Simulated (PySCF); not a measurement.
**Stretching AlP⁺**

Set-up: Al def2-TZVPPD, P def2-TZVPPD; no relativity (PySCF 2.14). Energies in eV from Al⁺ + P in their ground configurations at the same level. State: ⁴Σ⁻ (quartet), unpaired electrons σ ↑, π ↑↑.

All columns are PBE. A positive dipole points towards P; it is taken about the centre of mass and depends on that origin.

```
R (Å)  E (eV)  μ (D)  Mulliken charge on Al (basis-dependent)  HOMO (eV)  LUMO (eV)  Mayer bond order  ⟨S²⟩
2.123  -0.508  -2.39                                     0.66     -11.80     -10.97              1.44  3.75
2.222  -0.772  -2.55                                     0.69     -11.82     -10.72              1.35  3.75
2.321  -0.907  -2.70                                     0.73     -11.84     -10.48              1.25  3.75
2.395  -0.951  -2.81                                     0.75     -11.84     -10.34              1.17  3.75
2.469  -0.962  -2.93                                     0.77     -11.85     -10.33              1.09  3.76
2.543  -0.950  -3.05                                     0.78     -11.84     -10.31              1.01  3.76
2.642  -0.913  -3.22                                     0.79     -11.83     -10.26              0.90  3.76
2.765  -0.848  -3.47                                     0.80     -11.80     -10.16              0.77  3.76
2.913  -0.762  -3.82                                     0.81     -11.64     -10.02              0.65  3.76
3.111  -0.650  -4.37                                     0.81     -11.37      -9.79              0.52  3.75
```

A fit through these points gives, at Re = 2.463 Å, μ = -2.92 D and dμ/dR = -1.59 D/Å; the reduced mass is 14.42 u.

Question: How strong is the fundamental in the double-harmonic approximation, I = 42.26·(dμ/dR)²/μred km/mol?

Answer: I = 42.26·(-1.59)²/14.42 = 7.41 km/mol at PBE.

For an ion De counts to the pair picked by the measured ionisation energies or electron affinities, which need not be the lowest pair at this level. The state is the lowest determinant that a PBE0 search found; another state may lie lower at other levels.
